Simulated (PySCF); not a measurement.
## MgSi: a composite coupled-cluster calculation

State: ³Σ⁻, triplet, unpaired electrons π ↑↑. De refers to Mg + Si. ROHF-based CCSD(T) in PySCF 2.14 with Mg cc-pCVDZ, Si aug-cc-pV(D+d)Z and Mg cc-pCVTZ, Si aug-cc-pV(T+d)Z (frozen core orbitals: 6; no relativity). Correlation energies are extrapolated as n⁻³ (n = 2, 3), Hartree–Fock as (n+1)·exp(−9√n). CV is the change on freezing 2 orbitals instead, in Mg cc-pCVTZ, Si cc-pwCVTZ. SR is the spin-free X2C energy in Mg cc-pCVTZ-DK, Si cc-pVTZ-DK less the non-relativistic one in Mg cc-pCVTZ, Si cc-pVTZ.

```
            Level  Re (Å)  ωe (cm⁻¹)  ωexe (cm⁻¹)  αe (cm⁻¹)  De (eV)
       CCSD(T)/DZ  2.5797        306          n/a    0.00187    0.861
       CCSD(T)/TZ  2.5411        321          n/a        n/a    1.005
           HF/CBS  2.7384      186.0          n/a    0.00382    0.243
          MP2/CBS  2.5049      334.7         3.03        n/a    1.010
         CCSD/CBS  2.5453        310         2.71        n/a    0.878
      CCSD(T)/CBS  2.5287        326         2.43        n/a    1.059
   CCSD(T)/CBS+CV  2.5248      326.2         2.44        n/a    1.060
CCSD(T)/CBS+CV+SR  2.5241      325.4         2.45        n/a    1.053
```

**Question.** How much is left between CCSD(T)/TZ and the basis-set limit, and how much do the triples give at the limit?

**Answer.** CCSD(T)/CBS less CCSD(T)/TZ: -12.4 mÅ in Re, +5.0 cm⁻¹ in ωe and +0.054 eV in De. CCSD(T)/CBS less CCSD/CBS: -16.6 mÅ in Re, +16.3 cm⁻¹ in ωe and +0.181 eV in De.

**Question.** What do the later terms add?

**Answer.** CV: -3.9 mÅ in Re, +0.2 cm⁻¹ in ωe and +0.001 eV in De; SR: -0.7 mÅ in Re, -0.8 cm⁻¹ in ωe and -0.007 eV in De, each against the row above.

The T1 diagnostic is 0.038, large enough to doubt a single reference. The state was picked by a PBE0 search and need not be the measured ground state. Spin–orbit coupling, excitations beyond (T) and corrections to the Born–Oppenheimer picture are left out.

The whole job (state search and all basis sets along the bond) took about 41 min on 4 threads of Arm Neoverse V2 (shared host), peak memory 10 GiB.
